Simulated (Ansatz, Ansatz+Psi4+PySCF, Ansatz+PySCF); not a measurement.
```xyz
2

N     0.0000    0.0000    0.1299
H     0.0000    0.0000   -2.9884
```

Basis set: cc-pVTZ (spherical functions). Frozen core: 1 orbital. Correlation on ROHF uses semicanonical orbitals with singles. Charge 0, multiplicity 3.

Computed with Ansatz (development build ahead of 0.2.0); each method stands on the lowest determinant of its kind that the runs found.

Question: Give the atomization energy at this shape (free ground-state atoms in the same class of orbitals less the molecule, no zero-point energy) of triplet NH in separate pieces by UHF-CCSD(T), UHF-MP2, ROHF-MP2.

Answer:

| method | atomization energy |
| --- | --- |
| UHF-CCSD(T) | 0.19 kcal/mol |
| UHF-MP2 | 0.14 kcal/mol |
| ROHF-MP2 | -75.77 kcal/mol |

Caution for UHF-CCSD(T), UHF-MP2: the unrestricted determinant is a mixture of spin states. Caution for ROHF-MP2: an unrestricted determinant lies well below; bonds are stretched, where a single reference can fail; the molecule lies well above its atoms at this level; the program doubts this total.
